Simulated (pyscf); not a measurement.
## Concerted two-bond exchange: H₂N–AlH₂ + ethylene (H₂C=CH₂) → HN=AlH + ethane (H₃C–CH₃)

Gas phase, singlet surface, charge 0. Bonds broken: N1–H3, Al2–H5. Bonds formed: H3–C7, H5–C8. Structures and frequencies: ωB97X-D3(BJ)/def2-SVP in PySCF. MP2 and CC: frozen core, UHF for open shells. ΔMP2 is the change of the MP2 total energy from the triple- to the quadruple-zeta basis.

Transition state (Å):

```xyz
12

N     -1.9633    -1.0748     0.4086
Al    -1.9701    -0.0683     1.7570
H     -1.0847    -0.5310    -0.3762
H     -2.3239    -1.8931    -0.0573
H     -0.7347     1.0363     1.1045
H     -2.4958     0.3243     3.1804
C     -0.1053     0.2968    -0.9574
C      0.0431     1.2751     0.0899
H     -0.5647     0.6587    -1.8857
H      0.7556    -0.3644    -1.1170
H     -0.3166     2.2968    -0.0940
H      0.9804     1.2893     0.6628
```

One imaginary mode, 1778i cm⁻¹; descent along it reached the two sides named.

```csv
bond,change,reactant side (Å),saddle,product side
N1–H3,breaks,1.016,1.298,2.7
Al2–H5,breaks,1.587,1.781,2.6
H3–C7,forms,2.8,1.408,1.101
H5–C8,forms,3.4,1.301,1.107
```

Electronic energies relative to the separated reactants (eV):

```
level                             barrier  reaction energy  reverse barrier
--------------------------------  -------  ---------------  ---------------
ωB97X-D3(BJ)/def2-TZVP               2.55            +1.26             1.29
PBE/def2-TZVP                        1.90            +1.06             0.84
r²SCAN/def2-TZVP                     2.06            +1.15             0.91
B3LYP-D3(BJ)/def2-TZVP               2.34            +1.24             1.11
PBE0-D3(BJ)/def2-TZVP                2.13            +1.16             0.97
M06-2X/def2-TZVP                     2.42            +1.23             1.18
ωB97M-D3(BJ)/def2-TZVP               2.54            +1.24             1.29
HF/def2-TZVP                         3.80            +1.66             2.14
MP2/def2-QZVPP                       2.37            +1.04             1.32
CCSD/def2-TZVPP                      2.79            +1.28             1.51
CCSD(T)/def2-TZVPP                   2.56            +1.21             1.35
CCSD(T)/def2-TZVPP + ΔMP2(QZVPP)     2.55            +1.20             1.35
```

With CCSD(T)/def2-TZVPP + ΔMP2(QZVPP) energies and thermal terms (ideal gas, 1 atm, RRHO with modes under 100 cm⁻¹ raised to 100, one conformer, R ln 2 for chiral ones without a mode under 150 cm⁻¹), in eV:

```tsv
T (K)	ΔH‡	ΔG‡	ΔH	ΔG
298	2.47	2.95	+1.33	+1.37
600	2.48	3.43	+1.32	+1.41
900	2.52	3.89	+1.31	+1.45
1200	2.55	4.34	+1.31	+1.50
```

The same reactants have a lower exit, to H₃C–CH₂–AlH–NH₂ (barrier +0.42 eV at ωB97M-D3(BJ)/def2-TZVP, against +2.54 eV here). HN=AlH lies 1.93 eV over its isomer H₂N–Al [singlet] (electronic energy, ωB97M-D3(BJ)/def2-TZVP). This is the saddle that the search found; another between the same sides may lie lower. The CCSD(T) − MP2 part came from Ansatz, without density fitting, on the same reference.
